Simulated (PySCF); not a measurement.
Record of a relaxation.

H₅OPSi.
Bonds: O1–Si2, Si2–P3. Hydrogens: H4 on O1; H5, H6 on Si2; H7, H8 on P3.

Computed by this run: PySCF 2.14.0, PBE0-D3(BJ)/def2-SVP geometry optimisation, gas phase; density fitting, grid level 1; the optimiser is geomeTRIC in internal coordinates, started from a GFN2-xTB structure with every atom displaced at random (about 0.01 Å). The frame can shift and turn from step to step; on so coarse a grid that alone can change the energy by a few meV, and forces under 0.02 eV/Å are noise.

Step 0: E = -19279.5521 eV, largest atomic force 3.750 eV/Å
```
atom  x, y, z in Å  |  force x, y, z in eV/Å
O1     -1.446    1.042   -0.170   -1.148   3.512  -0.638
Si2    -0.603   -0.231    0.273    1.161  -1.190   0.243
P3      1.563    0.195   -0.079    0.212   1.078   0.854
H4     -1.159    1.965    0.006   -0.306  -1.135  -0.112
H5     -0.758   -0.506    1.695    0.025  -0.330   0.757
H6     -1.176   -1.268   -0.561   -0.164  -0.860  -0.279
H7      1.603   -0.175   -1.401   -0.092  -0.232  -1.282
H8      2.031   -1.041    0.341    0.314  -0.844   0.457
```

Step 1: E = -19279.7668 eV, largest atomic force 0.824 eV/Å
```
atom  x, y, z in Å  |  force x, y, z in eV/Å
O1     -1.470    1.194   -0.214    0.252  -0.781   0.070
Si2    -0.637   -0.212    0.208   -0.178   0.197  -0.033
P3      1.571    0.202   -0.075    0.147  -0.160  -0.198
H4     -1.045    1.935    0.218   -0.023   0.494   0.060
H5     -0.813   -0.558    1.656   -0.006   0.010  -0.028
H6     -1.168   -1.326   -0.621   -0.059   0.059  -0.051
H7      1.599   -0.176   -1.461   -0.021   0.075   0.200
H8      2.018   -1.079    0.392   -0.113   0.106  -0.020
```

Step 2: E = -19279.7906 eV, largest atomic force 0.387 eV/Å
```
atom  x, y, z in Å  |  force x, y, z in eV/Å
O1     -1.461    1.178   -0.209    0.276  -0.194   0.190
Si2    -0.621   -0.213    0.218   -0.146   0.234  -0.075
P3      1.589    0.192   -0.073    0.044  -0.032  -0.014
H4     -1.083    1.968    0.198   -0.144  -0.017  -0.101
H5     -0.801   -0.564    1.662    0.014  -0.004  -0.001
H6     -1.169   -1.310   -0.624   -0.013   0.013  -0.021
H7      1.603   -0.173   -1.455   -0.011   0.007   0.022
H8      1.998   -1.098    0.386   -0.020  -0.007  -0.001
```

Step 3: E = -19279.7994 eV, largest atomic force 0.143 eV/Å
```
atom  x, y, z in Å  |  force x, y, z in eV/Å
O1     -1.456    1.171   -0.201    0.087  -0.007   0.070
Si2    -0.606   -0.202    0.225   -0.074   0.104  -0.066
P3      1.609    0.175   -0.069    0.002   0.026   0.057
H4     -1.133    1.994    0.182   -0.050  -0.055  -0.028
H5     -0.783   -0.566    1.666    0.013   0.002   0.012
H6     -1.164   -1.287   -0.629    0.017  -0.015   0.007
H7      1.607   -0.178   -1.450    0.001  -0.019  -0.051
H8      1.981   -1.128    0.379    0.003  -0.037   0.000
```

Step 4: E = -19279.8007 eV, largest atomic force 0.041 eV/Å
```
atom  x, y, z in Å  |  force x, y, z in eV/Å
O1     -1.456    1.173   -0.198    0.011   0.011   0.002
Si2    -0.602   -0.194    0.224   -0.020   0.027  -0.023
P3      1.616    0.166   -0.068    0.006   0.010   0.022
H4     -1.153    2.004    0.182   -0.009  -0.024   0.008
H5     -0.775   -0.560    1.666    0.005   0.006   0.007
H6     -1.157   -1.281   -0.630    0.009  -0.007   0.008
H7      1.611   -0.185   -1.450    0.003  -0.007  -0.020
H8      1.970   -1.145    0.377   -0.004  -0.016  -0.003
```

Step 5: E = -19279.8010 eV, largest atomic force 0.035 eV/Å
```
atom  x, y, z in Å  |  force x, y, z in eV/Å
O1     -1.456    1.177   -0.198   -0.017   0.009  -0.030
Si2    -0.600   -0.189    0.222    0.010  -0.011   0.005
P3      1.621    0.160   -0.068    0.006  -0.004  -0.002
H4     -1.163    2.007    0.188    0.005   0.000   0.021
H5     -0.771   -0.552    1.665    0.002   0.006   0.002
H6     -1.152   -1.278   -0.629   -0.002  -0.001   0.004
H7      1.616   -0.190   -1.452    0.000   0.002   0.002
H8      1.960   -1.156    0.374   -0.006  -0.003  -0.003
```

Step 6: E = -19279.8012 eV, largest atomic force 0.042 eV/Å
```
atom  x, y, z in Å  |  force x, y, z in eV/Å
O1     -1.454    1.181   -0.200   -0.018   0.009  -0.036
Si2    -0.598   -0.184    0.220    0.021  -0.027   0.019
P3      1.625    0.154   -0.068    0.003  -0.010  -0.011
H4     -1.169    2.009    0.196    0.005   0.010   0.021
H5     -0.768   -0.544    1.665    0.001   0.005  -0.001
H6     -1.150   -1.276   -0.627   -0.007   0.003   0.001
H7      1.620   -0.194   -1.454   -0.002   0.006   0.010
H8      1.950   -1.167    0.371   -0.003   0.004  -0.003
```

Step 7: E = -19279.8015 eV, largest atomic force 0.038 eV/Å
```
atom  x, y, z in Å  |  force x, y, z in eV/Å
O1     -1.451    1.186   -0.204   -0.004   0.008  -0.026
Si2    -0.596   -0.179    0.219    0.018  -0.027   0.020
P3      1.629    0.146   -0.069   -0.004  -0.010  -0.011
H4     -1.173    2.010    0.207   -0.001   0.011   0.012
H5     -0.765   -0.532    1.665    0.000   0.002  -0.002
H6     -1.151   -1.273   -0.624   -0.008   0.004  -0.001
H7      1.622   -0.198   -1.456   -0.003   0.006   0.010
H8      1.940   -1.181    0.365    0.001   0.006  -0.002
```

Step 8: E = -19279.8016 eV, largest atomic force under 0.02 eV/Å
```
atom  x, y, z in Å  |  force x, y, z in eV/Å
O1     -1.445    1.192   -0.208    0.012   0.004  -0.008
Si2    -0.594   -0.176    0.219    0.005  -0.014   0.010
P3      1.633    0.137   -0.070   -0.007  -0.005  -0.004
H4     -1.175    2.011    0.217   -0.006   0.006   0.002
H5     -0.764   -0.523    1.666   -0.001   0.001  -0.001
H6     -1.154   -1.269   -0.621   -0.005   0.002   0.000
H7      1.621   -0.200   -1.458   -0.003   0.003   0.004
H8      1.933   -1.193    0.358    0.005   0.004  -0.002
```

Question: Summarise the path.

Answer: The energy falls by 5.75 kcal/mol from step 0 to step 8; nine tenths of that is first reached at step 2. It falls at every step. The largest force goes from 3.750 to under 0.02 eV/Å. Among the bonds O1–Si2 changes most, from 1.591 to 1.666 Å; the atoms move by 0.096 Å rms after alignment.

Question: Follow the three bonds and two angles with the largest change from start to end.

Answer: 
| step | E above end (kcal/mol) | largest force (eV/Å) | O1–Si2 (Å) | P3–H7 (Å) | P3–H8 (Å) | Si2–O1–H4 (°) | Si2–P3–H8 (°) |
| --- | --- | --- | --- | --- | --- | --- | --- |
| 0 | 5.75 | 3.750 | 1.591 | 1.374 | 1.386 | 123.2 | 96.3 |
| 1 | 0.80 | 0.824 | 1.687 | 1.438 | 1.435 | 108.2 | 95.8 |
| 2 | 0.25 | 0.387 | 1.680 | 1.429 | 1.429 | 112.0 | 94.4 |
| 3 | 0.05 | 0.143 | 1.670 | 1.425 | 1.428 | 115.5 | 93.6 |
| 4 | 0.02 | 0.041 | 1.667 | 1.427 | 1.429 | 116.6 | 93.2 |
| 5 | 0.01 | 0.035 | 1.665 | 1.428 | 1.429 | 116.8 | 92.9 |
| 6 | 0.01 | 0.042 | 1.665 | 1.428 | 1.430 | 116.7 | 92.7 |
| 7 | 0.00 | 0.038 | 1.665 | 1.429 | 1.430 | 116.5 | 92.4 |
| 8 | 0.00 | under 0.02 | 1.666 | 1.428 | 1.430 | 116.3 | 92.3 |

The cost below is that of the whole optimisation. Hardware: one thread of an Intel Xeon Platinum 8488C, no GPU, shared host with 192 logical CPUs at a one-minute load of 29. Cost: 13 s, 0.33 GiB resident at most.
